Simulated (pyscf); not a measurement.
PySCF, gas phase, ωB97X-D3(BJ)/def2-SVP geometries.

PBE/def2-TZVP puts the barrier of F–Si(F)(F)–F (SMILES F[Si](F)(F)F) + H₂O (SMILES O) -> HF (SMILES F) + HO–Si(F)(F)–F (SMILES O[Si](F)(F)F) (four-centre exchange; singlet surface; F–Si, H–O broken, F–H, O–Si formed) at 20.1 kcal/mol and the reaction energy at +7.8 kcal/mol, from the separated reactants. What do B3LYP-D3(BJ)/def2-TZVP, M06-2X/def2-TZVP, ωB97M-D3(BJ)/def2-TZVP give on the same structures?

B3LYP-D3(BJ): ΔE‡ = 23.6 kcal/mol, ΔE = +7.5 kcal/mol; M06-2X: ΔE‡ = 21.1 kcal/mol, ΔE = +6.7 kcal/mol; ωB97M-D3(BJ): ΔE‡ = 22.9 kcal/mol, ΔE = +7.4 kcal/mol. PBE's barrier lies under all of them, by 1.1 to 3.6 kcal/mol. Its reaction energy lies over all of them, by 0.3 to 1.1 kcal/mol. One saddle was located; it need not be the lowest between these sides.
